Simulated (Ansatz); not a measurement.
**Pressure series in Au**

Consider Au in the fcc (Cu type) structure (space group Fm-3m, No. 225; a = 4.0834 Å).

Cell and atoms are relaxed at each pressure.

All numbers come from Ansatz (a quantum-chemistry and plane-wave program) PBEsol, no spin-orbit coupling.

| pressure (GPa) | volume per atom (Å³/atom) |
|---|---|
| -2 | 17.225 |
| -1 | 17.122 |
| 0 | 17.022 |
| 1.8 | 16.852 |
| 9 | 16.266 |
| 18 | 15.683 |
| 30 | 15.071 |
| 45 | ? |
| 60 | 13.980 |

### Question
Fit the third-order Birch–Murnaghan form P(V) = (3B₀/2)[(V₀/V)^(7/3) − (V₀/V)^(5/3)]·[1 + (3/4)(B₀′ − 4)((V₀/V)^(2/3) − 1)] (squares taken in P) to the rows shown and predict the withheld row.

### Answer
Least squares on the printed values gives V₀ = 17.022 Å³/atom, B₀ = 174 GPa, B₀′ = 5.7; this predicts 14.466 Å³/atom, and the run gives 14.468 Å³/atom, 0.002 higher.

Measured bulk modulus of Au: 182 GPa (static lattice; corrected from measurement; as listed in Daniel Mejia-Rodriguez, S. B. Trickey, Phys. Rev. B (2018)); the computed value is 4 % below it.

Load acts through the strain it causes; cell and atoms are relaxed under it. Stability against distortions was not tested. No other phases were tried under pressure.
